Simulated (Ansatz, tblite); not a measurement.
**CuCl2: charged states by level of theory**

One table from this session's results is given with a row withheld; the runs are named, their logs left out.

Program: Ansatz 0.2.0, Gaussian basis. Level of theory: as each input shows. These are calculated values, not measurements.

Plan: charge +1 triplet, at the geometry of the doublet (PBE0-D4/def2-TZVP, PBE-D4/def2-TZVP, r2SCAN-D4/def2-TZVP, CCSD(T)/def2-TZVPP); charge -1 singlet, at the geometry of the doublet (PBE0-D4/def2-TZVPD, PBE-D4/def2-TZVPD, r2SCAN-D4/def2-TZVPD, CCSD(T)/def2-TZVPD); charge +1 singlet, at the geometry of the doublet (PBE0-D4/def2-TZVP, PBE-D4/def2-TZVP, r2SCAN-D4/def2-TZVP); charge -1 triplet, at the geometry of the doublet (PBE0-D4/def2-TZVPD, PBE-D4/def2-TZVPD, r2SCAN-D4/def2-TZVPD); the starting doublet's energies come from earlier runs.

### The structure

The geometry is that of the doublet, from an earlier relaxation (r2SCAN-D4/def2-TZVP).

3 atoms, charge 0, spin multiplicity 2.

Atoms are counted from 1 here; the program's logs count them from 0.

Bond lengths: Cu1–Cl2 2.058 Å, Cu1–Cl3 2.058 Å. Angles: Cl2–Cu1–Cl3 180.0°.

Formally the metal is d9. No spin-orbit coupling is included.

The first run:

Input file in.yaml:

```yaml
crystal:
  periodic: [false, false, false]
  atoms:
    - {symbol: Cu, position_ang: [-0.000025, -0.000011, -0.000007]}
    - {symbol: Cl, position_ang: [-0.015538, -0.019552, 2.058314]}
    - {symbol: Cl, position_ang: [0.015564, 0.019573, -2.058308]}
basis:
  gaussian: {orbitals: def2-TZVP}
total_charge: 1
magnetization: {spin_polarized: true, initial_magnetization: 2}
hamiltonian: {xc: pbe0, dispersion: d4}
output: {orbitals: {seedname: orbitals}}
```

Run with:

```sh
$ ansatz run in.yaml --threads 4 --pin off --events-out ev --progress --plain --max-ram 3916MiB
```

Steps of the session up to this table: Charge +1 triplet at the fixed geometry, PBE0-D4/def2-TZVP; Charge +1 triplet at the fixed geometry, PBE-D4/def2-TZVP; Charge +1 triplet at the fixed geometry, r2SCAN-D4/def2-TZVP; Charge +1 triplet at the fixed geometry, CCSD(T)/def2-TZVPP; Charge -1 singlet at the fixed geometry, PBE0-D4/def2-TZVPD; Charge -1 singlet at the fixed geometry, PBE-D4/def2-TZVPD; Charge -1 singlet at the fixed geometry, r2SCAN-D4/def2-TZVPD; Charge -1 singlet at the fixed geometry, CCSD(T)/def2-TZVPD.

One of the session's tables, all rows but one given; the rest of the session is left out.

It belongs to the step «Vertical electron affinity». 

| method | vertical electron affinity (eV) |
| --- | --- |
| HF/def2-TZVPD | 1.72 |
| PBE-D4/def2-TZVPD | 3.89 |
| r2SCAN-D4/def2-TZVPD | 3.93 |
| PBE0-D4/def2-TZVPD | 4.13 |
| MP2/def2-TZVPD | 5.43 |
| CCSD/def2-TZVPD | ? |
| CCSD(T)/def2-TZVPD | 4.27 |

**Question.** Estimate the row for CCSD/def2-TZVPD.

The run gave: vertical electron affinity (eV): 4.03. In the column «vertical electron affinity (eV)» it lies between r2SCAN-D4/def2-TZVPD (3.93) and PBE0-D4/def2-TZVPD (4.13).
